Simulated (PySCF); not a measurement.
CH3O, SMILES C=[OH+], charge +1. Geometry: B3LYP-D3(BJ)/def2-TZVP. The isomer is the one that the SMILES or the coordinates give; other isomers of the formula were not compared.

TDA-ωB97X/def2-TZVPD in PySCF puts the lowest singlet excitations at 6.20, 9.93, 10.81, 11.52, 12.15, 13.22 eV.

### Question
What are the lowest excitation roots from PySCF with ADC(2)/aug-cc-pVDZ? (The exact figures need the calculation; the answer reports its results.)

### Answer
6.22, 9.59, 10.20, 11.16, 12.59, 12.92 eV. S1 differs by 0.02 eV (second minus first; roots are paired by order, and the bases may differ).
